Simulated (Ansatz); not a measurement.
`S=C1SCCS1`. The species carries charge 0 and has multiplicity 1.

Z-matrix (Å, degrees):
```
C
C 1 1.513
S 1 1.806 2 107.5
H 1 1.092 2 111.3 3 -119.2
H 1 1.092 2 111.6 3 118.6
S 2 1.806 1 107.5 3 44.6
H 2 1.092 1 111.3 3 -74.6
H 2 1.092 1 111.6 3 163.2
C 3 1.740 1 97.0 2 -34.0
S 9 1.625 3 123.2 1 -169.1
```

Question: List the harmonic frequencies (cm⁻¹, unscaled) at PBE0-D4/def2-TZVP in Ansatz. (Best estimate.)

Answer: The calculation gave: 113, 230, 243, 390, 459, 485, 515, 704, 708, 846, 903, 963, 1012, 1127, 1133, 1183, 1280, 1315, 1459, 1470, 3074, 3074, 3127, 3140.

Question: Is this a minimum?

Answer: Yes, all 24 modes are real.

Question: Give the ideal-gas thermochemistry at 298.15 K and 1 bar (rigid rotor, harmonic oscillator; point group C2, symmetry number 2).

Answer: Zero-point energy 173.2 kJ/mol; H(298) − E = 191.7 kJ/mol; entropy 330.1 J/(mol·K), of which translation 170.1, rotation 112.7, vibration 47.3; G(298) − E = 93.2 kJ/mol.

Question: And at 400, 500, 600, 800 and 1000 K?

Answer: 
```csv
T (K),H − E (kJ/mol),S (J/mol/K),G − E (kJ/mol)
400,202.8,362.2,58.0
500,215.8,391.1,20.3
600,230.4,417.7,-20.2
800,263.0,464.5,-108.5
1000,298.9,504.5,-205.5
```
